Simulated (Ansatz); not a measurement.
hcp Sc, treated with LDA in Ansatz (plane waves, PAW).

Settings: plane-wave cutoff 520 eV, 18×18×10 k mesh (along the axes of the cell as run), Fermi–Dirac smearing 0.05 eV, scalar-relativistic PAW data made under PBE.

Starting structure:

```xyz
2
Lattice="3.3100 0.0000 0.0000 -1.6550 2.8665 0.0000 0.0000 0.0000 5.2700" Properties=species:S:1:pos:R:3 pbc="T T T"
Sc     1.6550     0.9555     3.9525
Sc     0.0000     1.9110     1.3175
```

**Question.** Into what structure does the relaxation of cell and atoms lead at this level, with the symmetry of the start kept?

**Answer.** The volume shrinks by 9.9 %; final space group P6_3/mmc.
```xyz
2
Lattice="3.2299 0.0000 0.0000 -1.6149 2.7972 0.0000 0.0000 0.0000 4.9884" Properties=species:S:1:pos:R:3 pbc="T T T"
Sc     1.6149     0.9324     3.7413
Sc     0.0000     1.8648     1.2471
```

Ansatz is a program for electronic structure.
